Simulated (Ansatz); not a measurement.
A made-up structure of Si₂HO (charge +1), closed shell:

```json
{"atom": "O1", "x (Å)": "-0.2061", "y (Å)": "0.1292", "z (Å)": "-0.3406"}
{"atom": "Si2", "x (Å)": "-0.0852", "y (Å)": "0.5991", "z (Å)": "1.3910"}
{"atom": "Si3", "x (Å)": "0.9767", "y (Å)": "-1.1578", "z (Å)": "0.0822"}
{"atom": "H4", "x (Å)": "-0.3366", "y (Å)": "1.2577", "z (Å)": "2.6237"}
```

It is relaxed with PBE-D4/def2-SVP and then PBE0-D4/def2-TZVP (Ansatz 0.2.0). Atoms count as bonded within 1.22 times the sum of their covalent radii (H–H: 0.88 Å). The end point is not checked to be a true minimum.

(1) Does its bonding change? (Judge from chemistry; the calculation decides.)

## Answers

(1) By the calculation: No: no bond forms or breaks.

Where it ends: The first stage lowers the energy by 1.59 eV in 8 steps. It ends as Si₂HO ([O]1[Si][SiH]1), total charge +1:
```json
{"atom": "O1", "x (Å)": "-0.1553", "y (Å)": "0.2006", "z (Å)": "0.0624"}
{"atom": "Si2", "x (Å)": "0.2480", "y (Å)": "0.2764", "z (Å)": "1.7139"}
{"atom": "Si3", "x (Å)": "0.8409", "y (Å)": "-1.0747", "z (Å)": "-0.2020"}
{"atom": "H4", "x (Å)": "-0.5848", "y (Å)": "1.4259", "z (Å)": "2.1820"}
```

Labels in which every atom is bracketed show which atoms are joined, not bond orders.

For scale, one of the runs: PBE0-D4/def2-TZVP relaxation, 111 basis functions, launched by `ansatz run in.yaml --threads 2 --pin off --events-out ev --progress --plain --max-ram 4352MiB`. The run took about 7.5 s on 2 CPU threads of an Arm Neoverse V2 (shared host).
